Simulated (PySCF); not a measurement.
**How close is B3LYP for C2H5?**

What was measured: a(1H H3/H4) -22.38 G [1]; a(1H H5/H6/H7) 26.87 G [1]; a(13C C2) -13.57 G [1]; a(13C C1) 39.07 G [1]. Sources and the comparison follow the method.

Species: C2H5 (doublet state).
Z-matrix (Å and degrees, PBE0-D3(BJ)/def2-SVP geometry), rows numbered from 1:
```
C 
C   1  1.4817
H   1  1.0921  2  121.72
H   1  1.0930  2  120.58  3   176.23
H   2  1.1082  1  111.98  3  -109.04
H   2  1.0999  1  112.23  3    11.38
H   2  1.1051  1  111.92  3   132.65
```

Identity: `[CH2]C` [radical].

Computed with UKS B3LYP, IGLO-III on C, pcH-1 on H, non-relativistic, mean-field spin-orbit, GIAO (PySCF).

```tsv
nucleus	computed a_iso (MHz)	published	in MHz	difference of magnitudes (MHz)	source
1H H3/H4	-64.9	-22.38 G	-62.7	+2.2	[1]
1H H5/H6/H7	84.2	26.87 G	75.3	+8.9	[1]
13C C2	-34.1	-13.57 G	-38.0	-3.9	[1]
13C C1	86.3	39.07 G	109.5	-23.2	[1]
```

Values published in field units are turned into MHz with the computed g_iso.

Sources: [1] measured, solution or matrix (EPR); Pople, Beveridge, Approximate Molecular Orbital Theory, McGraw-Hill 1970 (compilation of measured values).

In relative terms the largest miss is 13C C1, by 21 %. The measured numbers hold vibrational averaging and, outside the gas phase, effects of the matrix or solvent; the computed ones belong to one rigid, isolated geometry and carry the errors of functional and basis. An EPR spectrum gives magnitudes, so published signs often rest on theory.

Largest spin populations (Mulliken): C1 (+1.10), C2 (-0.10) and H5 (+0.06). C1 is the only atom above +0.15. The positive populations add up to 1.20 and the negative ones to -0.20, together 2S = 1. The angles at C1 add up to 359.9°, so it is planar; its axial dipolar tensor and the negative couplings of its protons fit spin in a p orbital normal to that plane.

The unrestricted determinant has ⟨S²⟩ = 0.7541 (exact 0.7500), so spin contamination is small.

Hardware: an x86-64 server with one thread, shared host. Cost: 6.5 s.
